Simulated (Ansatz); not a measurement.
Compare A (`C=CC(O)(F)F`) with its isomer B (`C/C(F)=C(/O)F`).

Program: Ansatz. Geometries: PBE0-D4/def2-TZVP. ΔE: electronic, gas phase. CCSD(T)/CBS is the MP2 limit (def2-TZVPP, def2-QZVPP) plus CCSD(T) − MP2 in def2-TZVPP, frozen cores. Functionals use def2-TZVPP. B3LYP here is the variant with VWN-RPA as its local correlation; programs differ in this. One conformer a species, not always the lowest.

A:

```xyz
10

C    -0.229   -0.743   -1.394
C    -0.701    0.036   -0.438
C     0.077    0.432    0.771
O     1.319   -0.095    0.787
F     0.142    1.796    0.851
F    -0.605    0.067    1.898
H     0.775   -1.146   -1.346
H    -0.837   -1.000   -2.253
H    -1.704    0.450   -0.467
H     1.763    0.202    1.590
```

B:

```xyz
10

C    -0.466   -1.316   -0.499
C     0.064   -0.266    0.393
F     0.286   -0.660    1.660
C     0.359    0.988    0.076
O     0.957    1.873    0.875
F     0.123    1.445   -1.163
H    -1.425   -1.687   -0.127
H     0.224   -2.164   -0.544
H    -0.608   -0.927   -1.506
H     0.486    2.714    0.836
```

(1) Which is lower in electronic energy at CCSD(T)/CBS, and by how much? (Estimate.)

(2) Give E(B) − E(A) in kcal/mol with ωB97M-V, r2SCAN-D4, B3LYP-D4, MP2/def2-TZVPP, CCSD/def2-TZVPP, B2PLYP, B3LYP. (Estimate.)

Largest T1 diagnostic: 0.012.

Results:

(1) Computed: A, by 17.3 kcal/mol.

(2) The calculation gave: ωB97M-V 16.3, r2SCAN-D4 14.7, B3LYP-D4 14.2, MP2/def2-TZVPP 17.7, CCSD/def2-TZVPP 17.8, B2PLYP 15.7, B3LYP 13.8. None reverses the order clearly.

From PBE to PBE0 (25 % exact exchange), in def2-TZVPP and without D4, E(B) − E(A) moves by +1.7 kcal/mol. In def2-TZVPP, CCSD(T) changes the Hartree–Fock value by −2.0 kcal/mol (the triples alone add −0.2 kcal/mol) and MP2 by −1.9 kcal/mol.
